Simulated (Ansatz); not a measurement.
A calculation with Ansatz (development build ahead of 0.2.0).

```yaml
crystal:
  periodic: [false, false, false]
  atoms:
    - { symbol: B, position_ang: [0.0, 0.0, -0.78686] }
    - { symbol: B, position_ang: [0.0, 0.0, 0.78686] }
basis:
  gaussian: { orbitals: cc-pVDZ }
magnetization:
  spin_polarized: true
  initial_magnetization: 2
hamiltonian:
  xc: hf
correlation:
  method: mp2
  frozen_orbitals: { B: 1 }
```

The input is written out in the form of the current development build from the run's settings.

The run gave:

```json
{
 "Converged": "yes",
 "Reference energy": "-49.14395 hartree",
 "Correlation energy": "-0.07903 hartree",
 "Total energy": "-49.22298 hartree",
 "Spin squared of the determinant": "2.905"
}
```

Caution: the unrestricted determinant is a mixture of spin states.
